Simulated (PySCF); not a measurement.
**`c1cscp1`, C3H3PS**

Geometry (Å), atoms numbered from 1 in this order:
```xyz
8

C    -0.779    0.746    0.164
C    -0.964   -0.571   -0.151
S     0.459   -1.506   -0.324
C     1.545   -0.237    0.012
P     0.892    1.309    0.353
H    -1.634    1.415    0.292
H    -1.923   -1.071   -0.302
H     2.609   -0.481   -0.009
```

Level of theory: GIAO CAM-B3LYP/pcSseg-1 magnetisability, rotational g tensor and spin-rotation constants, non-relativistic, gas phase (PySCF). Geometry: PBE0-D3(BJ)/def2-SVP.

(1) Give the nuclear spin-rotation constants along the inertial axes (H = +C I·J) beside the isotropic shieldings.

(2) How do the rotational constants and the g tensor change when H6, H7, H8 are replaced by deuterium?

## Answers

(1) Rotational constants 6.7429, 3.3818, 2.2522 GHz. A star marks the isotopologue with that one atom substituted, in its own axes.
```csv
atom,isotope,Caa (kHz),Cbb (kHz),Ccc (kHz),mean (kHz),σ (ppm)
P5,31P,15.156,10.239,3.253,9.549,53.2
H6,1H,-0.324,0.248,-0.228,-0.102,23.2
H7,1H,-0.169,0.139,-0.224,-0.085,23.2
H8,1H,-0.639,0.448,-0.245,-0.145,22.6
C1,13C*,2.863,1.682,0.336,1.627,25.9
C2,13C*,2.573,1.668,0.371,1.537,32.5
S3,33S*,3.026,1.575,0.738,1.780,157.7
C4,13C*,2.638,2.126,0.326,1.697,5.9
```
For the geometry as given, no vibrational averaging.

(2) Constants 5.6424, 3.3077, 2.0853 GHz; g -0.0727, -0.0599, 0.0328, against -0.0869, -0.0612, 0.0354 before.
